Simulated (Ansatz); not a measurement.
# C3H4: how energies converge with the basis set

How large a basis does C3H4 need? Two functionals and correlated methods are run in growing sets.

Computed with Ansatz 0.2.0, Gaussian basis. Level: one geometry, several basis sets.

Levels to be run: PBE0-D4/def2-SVP; ωB97M-V/def2-SVP; PBE0-D4/def2-QZVPP; ωB97M-V/def2-QZVPP; CCSD(T)/cc-pV(D+d)Z; CCSD(T)/cc-pV(T+d)Z; CCSD(T)/cc-pV(Q+d)Z; the functionals' def2-TZVPP values are taken from earlier runs.

## Step 1: The relaxed structure

All runs share one geometry, relaxed beforehand with PBE0-D4 in a triple-zeta def2 set.

SMILES `C=C=C`, 7 atoms, charge 0, spin multiplicity 1.

Atoms are counted from 1 here; the program's logs count them from 0.

Bond lengths: C1–C2 1.299 Å, C1–H4 1.085 Å, C1–H5 1.085 Å, C2–C3 1.299 Å, C3–H6 1.085 Å, C3–H7 1.085 Å. Angles: C2–C1–H4 121.1°, C2–C1–H5 121.1°, H4–C1–H5 117.7°, C1–C2–C3 180.0°, C2–C3–H6 121.1°, C2–C3–H7 121.1°, H6–C3–H7 117.7°.

## Step 2: PBE0-D4 in def2-SVP

File in.yaml:

```yaml
crystal:
  periodic: [false, false, false]
  atoms:
    - {symbol: C, position_ang: [-1.034650, 0.320835, -0.706708]}
    - {symbol: C, position_ang: [0.008746, -0.009720, -0.006550]}
    - {symbol: C, position_ang: [1.052149, -0.340269, 0.693602]}
    - {symbol: H, position_ang: [-1.935115, -0.284239, -0.691818]}
    - {symbol: H, position_ang: [-1.035496, 1.211489, -1.326313]}
    - {symbol: H, position_ang: [1.825092, -0.980160, 0.280960]}
    - {symbol: H, position_ang: [1.180476, 0.014062, 1.711027]}
basis:
  gaussian: {orbitals: def2-SVP}
hamiltonian: {xc: pbe0, dispersion: d4}
output: {orbitals: {seedname: orbitals}}
```

Started as:

```
ansatz run in.yaml --threads 4 --pin off --events-out ev --progress --plain --max-ram 10444MiB
```

After this run come: ωB97M-V in def2-SVP; PBE0-D4 in def2-QZVPP; ωB97M-V in def2-QZVPP; CCSD(T) in cc-pV(D+d)Z; CCSD(T) in cc-pV(T+d)Z; CCSD(T) in cc-pV(Q+d)Z.

Q: Predict the results of all the runs planned. Wanted: MP2 correlation recovered, cc-pV(D+d)Z; MP2 correlation recovered, cc-pV(T+d)Z; MP2 correlation recovered, cc-pV(Q+d)Z; CCSD(T) limit from def2 sets; PBE0-D4: double and triple zeta above quadruple; ωB97M-V: double and triple zeta above quadruple.

The runs gave:

| quantity | value |
| --- | --- |
| MP2 correlation recovered, cc-pV(D+d)Z | 74.0 % |
| MP2 correlation recovered, cc-pV(T+d)Z | 90.3 % |
| MP2 correlation recovered, cc-pV(Q+d)Z | 96.0 % |
| CCSD(T) limit from def2 sets (earlier runs) less the limit of this series | 5 meV |
| PBE0-D4: double and triple zeta above quadruple | 3.70, 0.18 eV |
| ωB97M-V: double and triple zeta above quadruple | 3.90, 0.16 eV |

What this shows: For PBE0-D4 the step from double to triple zeta gains 3.53 eV and the next only 0.18 eV. In cc-pV(D+d)Z MP2 holds 74 % of its limit, in cc-pV(Q+d)Z 96 %, while Hartree-Fock is within 0.062 eV in the largest set. A limit from the def2 sets, made apart, differs by 5 meV, a least measure of the doubt on such a limit. These are total energies; as a rule much of such shifts cancels in differences, which this series doesn't test. The LUMO of ωB97M-V is positive and keeps falling with the basis (2.73 to 2.15 eV): an unbound level that the basis holds in place.
